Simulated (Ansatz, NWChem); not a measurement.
## How basis sets differ on OH (SMILES [OH])

OH, doublet, SMILES `[OH]`. Each level relaxes the structure for itself.

Each level gives the harmonic wavenumber (cm⁻¹). The values are calculated.

| level | kind | program | value (cm⁻¹) |
| --- | --- | --- | --- |
| UHF/STO-3G | Hartree–Fock | Ansatz | 4065 |
| UHF/3-21G | Hartree–Fock | Ansatz | 3608 |
| UHF/6-31G* (spherical functions) | Hartree–Fock | NWChem | 3986 |
| UHF/6-31G* (Cartesian functions) | Hartree–Fock | Ansatz | 3997 |
| UHF/cc-pVTZ | Hartree–Fock | Ansatz | 4038 |

Harmonic and unscaled. The values span 3608 to 4065 cm⁻¹. Without the sets that lack polarisation functions the rows with a basis span only 3986 to 4038 cm⁻¹.
